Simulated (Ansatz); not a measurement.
## H₃Ge–GeH⁺, doublet in cc-pVDZ: errors against UCCSDT(Q)

Geometry: that of the H3Ge–GeH, singlet, kept fixed.

| atom | x (Å) | y (Å) | z (Å) |
| --- | --- | --- | --- |
| Ge | 0.0000 | 0.0168 | 1.2218 |
| Ge | 0.0000 | -0.0363 | -1.2773 |
| H | 0.0000 | 1.3870 | 1.9258 |
| H | 1.2331 | -0.7670 | 1.7257 |
| H | -1.2331 | -0.7670 | 1.7257 |
| H | 0.0000 | 1.5538 | -1.3752 |

Basis cc-pVDZ; Ansatz 0.2.0. Only valence electrons are correlated (noble-gas cores and the filled d shells of p-block atoms frozen), which leaves 11 electrons in 46 orbitals. R marks a restricted (for open shells ROHF) determinant, U an unrestricted one. No spin–orbit coupling is included, and no scalar relativity.

Full CI isn't at hand for all of this; UCCSDT(Q) serves as the reference, and is uncertain by about the last step of the cluster series.

* UHF ⟨S²⟩: 0.773
* T1 diagnostic (RCCSD): 0.0272
* largest doubles amplitude (RCCSD): 0.038
* T1 diagnostic (UCCSD): 0.0180

From what is known of these methods and the diagnostics, rank them by the size of their error in total energy against UCCSDT(Q) in cc-pVDZ, smallest first (an estimate: the text doesn't fix the numbers).
A. UMP2
B. UCCSD(T)
C. UCCSD
D. UHF
E. UCCSDT

E (0.12 kcal/mol), B (0.90 kcal/mol), C (3.92 kcal/mol), A (31.23 kcal/mol), D (127.43 kcal/mol).

All errors are against UCCSDT(Q) in cc-pVDZ. Within each family the higher level lies nearer, as is usual though not guaranteed.
